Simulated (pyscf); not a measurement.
Structures and frequencies: ωB97X-D3(BJ)/def2-SVP in PySCF. Correlated levels are frozen-core, on RHF or UHF. ΔMP2 is the change of the MP2 total energy from the triple- to the quadruple-zeta basis.

Question: Estimate by transition-state theory (the high-pressure limit) the rate constant of Be (SMILES [Be]) [singlet] + HCl (SMILES Cl) → HBe–Cl (SMILES [BeH][Cl]) (singlet surface; Cl–H broken, Be–Cl, Be–H formed) at 900 K, with CCSD(T)/def2-TZVPP + ΔMP2(QZVPP) energies (ideal gas, 1 atm, RRHO with modes under 100 cm⁻¹ raised to 100, one conformer, R ln 2 for chiral ones without a mode under 150 cm⁻¹; no tunnelling).

Answer: The electronic barrier is 23.7 kcal/mol and the thermal terms add +15.5, so ΔG‡ = 39.2 kcal/mol. With k_BT/h = 1.88e+13 s⁻¹ and RT = 1.788 kcal/mol, and a volume of 1.23e-19 cm³ per molecule at 1 atm, k = 6.8e-16 cm³ molecule⁻¹ s⁻¹. The product is born with the 102 kcal/mol of the reverse barrier and needs collisions to keep. Wigner's tunnelling factor for 1513i cm⁻¹ would be 1.24. A shift of 1 kcal/mol in the barrier changes k by a factor 1.7. A restricted solution here is unstable towards spin polarisation, so biradical character is likely and single-reference numbers are less safe. The CCSD(T) − MP2 part came from Ansatz, without density fitting, on the same reference.
